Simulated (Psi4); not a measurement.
# AlNH3 (SMILES [NH2][AlH]): an attempt with Psi4

Wanted: a single-point energy of AlNH3.

The calculation is run with Psi4 1.11.

12 further runs of the same task are left out: 1 that didn't finish, 11 set aside as unsound or not needed.

### 1 The structure to begin with

AlNH3 has 5 atoms, charge 0, and is taken as a doublet. SMILES: `[NH2][AlH]`. Geometry: relaxed at PBE0-D4/def2-TZVP. This is one conformer, not always the lowest.

Bond lengths: N1–Al2 1.774 Å, N1–H3 1.007 Å, N1–H4 1.009 Å, Al2–H5 1.604 Å. Angles: N1–Al2–H5 115.7°, Al2–N1–H3 125.4°, Al2–N1–H4 124.3°, H3–N1–H4 110.2°.

### 2 The run

The input, job.py:

```python
import psi4

psi4.set_memory(1600000000)
psi4.set_num_threads(1)
psi4.core.set_output_file('run.log', False)

geom = psi4.geometry("""
0 2
N     -0.22034207    -1.24873102     0.33089104
Al     1.58094488     1.57584262     0.22827892
H      0.28062433    -2.84460474     1.23871547
H     -1.90919030    -1.47927761    -0.52421003
H      0.36244947     3.85768691    -1.35191007
units bohr
symmetry c1
no_reorient
no_com
""")

psi4.set_options({
    'basis': 'cc-pV(T+d)Z',
    'reference': 'rohf',
    'scf_type': 'df',
    'freeze_core': True,
    'diis': False,
    'scf_initial_accelerator': 'none',
    'guess': 'core',
    'maxiter': 75,
})

e = psi4.energy('scs(n)-mp2', molecule=geom)
print(f'total energy {e:.8f} hartree = {e * 27.211386:.5f} eV')
```

Run with:

```
$ python job.py
```

run.log:

```text
=> Loading Basis Set <=

    Name: CC-PV(T+D)Z
    Role: ORBITAL
    Keyword: BASIS

         ---------------------------------------------------------
                                   SCF
                             ROHF Reference
                        1 Threads,   1525 MiB Core
         ---------------------------------------------------------

  ==> Geometry <==

    Molecular point group: c1
    Full point group: C1

    Geometry (in Bohr), charge = 0, multiplicity = 2:

       Center              X                  Y                   Z               Mass
    ------------   -----------------  -----------------  -----------------  -----------------
         N           -0.220342070000    -1.248731020000     0.330891040000    14.003074004430
         AL           1.580944880000     1.575842620000     0.228278920000    26.981538530000
         H            0.280624330000    -2.844604740000     1.238715470000     1.007825032230
         H           -1.909190300000    -1.479277610000    -0.524210030000     1.007825032230
         H            0.362449470000     3.857686910000    -1.351910070000     1.007825032230

  Running in c1 symmetry.

  Rotational constants: A =      2.71005  B =      0.35286  C =      0.31226 [cm^-1]
  Rotational constants: A =  81245.12289  B =  10578.34206  C =   9361.32807 [MHz]
  Nuclear repulsion =   46.235092004163874

  Charge       = 0
  Multiplicity = 2
  Electrons    = 23
  Nalpha       = 12
  Nbeta        = 11

  ==> Algorithm <==

  SCF Algorithm Type is DF.
  DIIS disabled.
  MOM disabled.
  Fractional occupation disabled.
  Guess Type is CORE.
  Energy threshold   = 1.00e-08
  Density threshold  = 1.00e-08
  Integral threshold = 1.00e-12

  ==> Primary Basis <==

  Basis Set: CC-PV(T+D)Z
    Blend: CC-PV(T+D)Z
    Number of shells: 41
    Number of basis functions: 111
    Number of Cartesian functions: 125
    Spherical Harmonics?: true
    Max angular momentum: 3

   => Loading Basis Set <=

    Name: (CC-PV(T+D)Z AUX)
    Role: JKFIT
    Keyword: DF_BASIS_SCF

  ==> Integral Setup <==

  DFHelper Memory: AOs need 0.030 GiB; user supplied 1.118 GiB.
  SCF_SUBTYPE=INCORE selected. In-core MEM_DF algorithm will be used.
  Using in-core AOs.

  ==> MemDFJK: Density-Fitted J/K Matrices <==

    J tasked:                   Yes
    K tasked:                   Yes
    wK tasked:                   No
    Memory [MiB]:              1144
    Algorithm:                 Core
    Schwarz Cutoff:           1E-12
    Mask sparsity (%):       0.4870
    Fitting Condition:        1E-10

   => Auxiliary Basis Set <=

  Basis Set: (CC-PV(T+D)Z AUX)
    Blend: CC-PVTZ-JKFIT
    Number of shells: 92
    Number of basis functions: 290
    Number of Cartesian functions: 346
    Spherical Harmonics?: true
    Max angular momentum: 4

  Minimum eigenvalue in the overlap matrix is 1.5949327143E-03.
  Reciprocal condition number of the overlap matrix is 2.6348624530E-04.
    Using symmetric orthogonalization.

  ==> Pre-Iterations <==

  SCF Guess: Core (One-Electron) Hamiltonian.

   -------------------------------------------------------
    Irrep   Nso     Nmo     Nalpha   Nbeta   Ndocc  Nsocc
   -------------------------------------------------------
     A        111     111      12      11      11       1
   -------------------------------------------------------
    Total     111     111      12      11      11       1
   -------------------------------------------------------

  ==> Iterations <==

                           Total Energy        Delta E     RMS |[F,P]|

   @DF-ROHF iter   1:  -262.89198889508748   -2.62892e+02   4.94037e-02
   @DF-ROHF iter   2:  -243.66491586164554    1.92271e+01   3.82196e-02
   @DF-ROHF iter   3:  -254.45317450806400   -1.07883e+01   4.79835e-02
   @DF-ROHF iter   4:  -197.75436230656007    5.66988e+01   5.08075e-02
   @DF-ROHF iter   5:  -242.68358989953001   -4.49292e+01   5.24970e-02
   @DF-ROHF iter   6:  -196.24359319801468    4.64400e+01   5.31624e-02
   @DF-ROHF iter   7:  -242.62394210249485   -4.63803e+01   5.27060e-02
   @DF-ROHF iter   8:  -196.23105481328528    4.63929e+01   5.31842e-02
   @DF-ROHF iter   9:  -242.62352534691584   -4.63925e+01   5.27078e-02
   @DF-ROHF iter  10:  -196.23092544935272    4.63926e+01   5.31844e-02
[... 55 lines of further cycles ...]
   @DF-ROHF iter  66:  -196.23092396628979    4.63926e+01   5.31844e-02
   @DF-ROHF iter  67:  -242.62352134049345   -4.63926e+01   5.27079e-02
   @DF-ROHF iter  68:  -196.23092396628979    4.63926e+01   5.31844e-02
   @DF-ROHF iter  69:  -242.62352134049391   -4.63926e+01   5.27079e-02
   @DF-ROHF iter  70:  -196.23092396628940    4.63926e+01   5.31844e-02
   @DF-ROHF iter  71:  -242.62352134049362   -4.63926e+01   5.27079e-02
   @DF-ROHF iter  72:  -196.23092396628991    4.63926e+01   5.31844e-02
   @DF-ROHF iter  73:  -242.62352134049402   -4.63926e+01   5.27079e-02
   @DF-ROHF iter  74:  -196.23092396628979    4.63926e+01   5.31844e-02
   @DF-ROHF iter  75:  -242.62352134049345   -4.63926e+01   5.27079e-02

PsiException: Could not converge SCF iterations in 75 iterations.

  Failed to converge.
```

On the terminal:

```text
Traceback (most recent call last):
  File "job.py", line 31, in <module>
    e = psi4.energy('scs(n)-mp2', molecule=geom)
psi4.driver.p4util.exceptions.SCFConvergenceError: Could not converge SCF iterations in 75 iterations.
```

It took 3.3 s on 1 thread of Intel Xeon Platinum 8488C (Sapphire Rapids), shared host; peak memory 0.26 GiB.

### 3 Diagnosis

No converged result was reached.

The log says `psi4.driver.p4util.exceptions.SCFConvergenceError: Could not converge SCF iterations in 75 iterations.`. What is wrong: the convergence aids are set badly. The sound input differs in these keys, not all of which need be the cause: diis at its default in place of no; scf initial accelerator at its default in place of none; starting guess at its default in place of core.
